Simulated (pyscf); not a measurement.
Optimised with ωB97X-D3(BJ)/def2-SVP in PySCF.

Problem. For CH₄ + H₃C–Ga=O → H₃C–Ga(CH₃)–OH, an addition across a multiple bond or ene-type step (singlet surface; C–H broken, C–Ga, H–O formed), PBE/def2-TZVP gives ΔE‡ = 25.8 kcal/mol and ΔE = -32.1 kcal/mol (zero: the separated reactants). In which direction and how far do B3LYP-D3(BJ)/def2-TZVP, M06-2X/def2-TZVP, ωB97M-D3(BJ)/def2-TZVP move these?

Solution. B3LYP-D3(BJ): ΔE‡ = 29.2 kcal/mol, ΔE = -36.4 kcal/mol; M06-2X: ΔE‡ = 23.5 kcal/mol, ΔE = -46.5 kcal/mol; ωB97M-D3(BJ): ΔE‡ = 27.3 kcal/mol, ΔE = -41.0 kcal/mol. PBE's barrier lies among them. Its reaction energy lies over all of them, by 4.3 to 14.4 kcal/mol. At the saddle there is also a short Ga–H contact that neither side keeps. One saddle was located; it need not be the lowest between these sides. Elements up to Kr have no core potential and no relativistic terms here.
